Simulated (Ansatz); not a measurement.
# C₄H₇F: a ladder of functionals and wavefunction methods

The task here is to estimate one member of a computed series from the others.

Method: functionals in def2-TZVPP, the program's frozen cores in correlated methods; program: Ansatz 0.2.0, Gaussian basis.

The runs, in order: LDA (SPW92), PBE-D4, revPBE-D4, BLYP-D4, r2SCAN-D4, B97M-V, PBE0-D4, B3LYP-D4, r2SCANh-D4, r2SCAN0-D4, HSE06-D4, BHLYP-D4, CAM-B3LYP-D4, LC-ωPBE, ωB97X-V, ωB97M-V, B2PLYP, PBE-QIDH; CCSD(T)/def2-SVP; CCSD(T)/def2-TZVPP; MP2/def2-QZVPP; extrapolation to the limit; RPA on PBE.

## The relaxed structure

All runs share one geometry, relaxed beforehand with PBE0-D4 in a triple-zeta def2 set.

SMILES `C/C=C/CF`, 12 atoms, charge 0, spin multiplicity 1.

Atoms are counted from 1 here; the program's logs count them from 0.

Bond lengths: C1–C2 1.489 Å, C1–H6 1.092 Å, C1–H7 1.095 Å, C1–H8 1.095 Å, C2–C3 1.325 Å, C2–H9 1.087 Å, C3–C4 1.487 Å, C3–H10 1.089 Å, C4–F5 1.379 Å, C4–H11 1.097 Å, C4–H12 1.097 Å. Angles: C2–C1–H6 111.7°, C2–C1–H7 111.0°, C2–C1–H8 111.0°, H6–C1–H7 108.2°, H6–C1–H8 108.2°, H7–C1–H8 106.5°, C1–C2–C3 124.7°, C1–C2–H9 117.0°, C3–C2–H9 118.2°, C2–C3–C4 125.1°, C2–C3–H10 120.3°, C4–C3–H10 114.6°, C3–C4–F5 112.0°, C3–C4–H11 110.8°, C3–C4–H12 110.8°, F5–C4–H11 107.7°, F5–C4–H12 107.7°, H11–C4–H12 107.7°.

The first run:

Input file in.yaml:

```yaml
crystal:
  periodic: [false, false, false]
  atoms:
    - {symbol: C, position_ang: [0.687419, 1.603876, 0.870339]}
    - {symbol: C, position_ang: [-0.164954, 0.468223, 0.421697]}
    - {symbol: C, position_ang: [0.217350, -0.472410, -0.429831]}
    - {symbol: C, position_ang: [-0.626911, -1.609423, -0.883051]}
    - {symbol: F, position_ang: [-1.881217, -1.582282, -0.311476]}
    - {symbol: H, position_ang: [1.676714, 1.572637, 0.409566]}
    - {symbol: H, position_ang: [0.224367, 2.564020, 0.621734]}
    - {symbol: H, position_ang: [0.815787, 1.592363, 1.957314]}
    - {symbol: H, position_ang: [-1.171886, 0.415968, 0.827619]}
    - {symbol: H, position_ang: [1.218963, -0.452205, -0.856735]}
    - {symbol: H, position_ang: [-0.162043, -2.568013, -0.620895]}
    - {symbol: H, position_ang: [-0.756588, -1.587854, -1.972279]}
basis:
  gaussian: {orbitals: def2-TZVPP}
hamiltonian: {xc: lda}
output: {orbitals: {seedname: orbitals}}
```

Among the steps run: LDA; PBE-D4 (GGA); revPBE-D4 (GGA); BLYP-D4 (GGA); r2SCAN-D4 (meta-GGA); B97M-V (meta-GGA); PBE0-D4 (hybrid); B3LYP-D4 (hybrid); r2SCANh-D4 (hybrid); r2SCAN0-D4 (hybrid); HSE06-D4 (hybrid); BHLYP-D4 (hybrid); CAM-B3LYP-D4 (range-separated); LC-ωPBE-D4 (range-separated; the results give it without D4); ωB97X-V (range-separated); ωB97M-V (range-separated); B2PLYP (double hybrid); PBE-QIDH (double hybrid).

One table of the session follows, with a row left open; its other results are not shown here.

It belongs to the step «Orbital energies across the functionals». 

```
  functional  HOMO (eV)  LUMO (eV)  gap (eV)
 LDA (SPW92)      -6.19      -0.76      5.43
      PBE-D4      -6.05      -0.55      5.50
   revPBE-D4      -5.99      -0.46      5.53
     BLYP-D4      -5.91      -0.43      5.49
   r2SCAN-D4      -6.24      -0.30      5.94
      B97M-V      -6.27      -0.24      6.02
     PBE0-D4      -7.19       0.49      7.68
    B3LYP-D4      -6.99       0.24      7.22
  r2SCANh-D4      -6.67       0.07      6.74
  r2SCAN0-D4      -7.32       0.62      7.95
    HSE06-D4      -6.79       0.10      6.89
    BHLYP-D4      -8.20       1.61      9.81
CAM-B3LYP-D4          ?          ?         ?
     LC-ωPBE      -9.91       2.82     12.73
     ωB97X-V      -9.53       2.74     12.26
     ωB97M-V      -9.43       2.60     12.02
```

Q: Estimate the row for CAM-B3LYP-D4 from the others.

The run gave: HOMO (eV): -8.53; LUMO (eV): 1.63; gap (eV): 10.17. In the column «HOMO (eV)» it lies between ωB97M-V (-9.43) and BHLYP-D4 (-8.20).
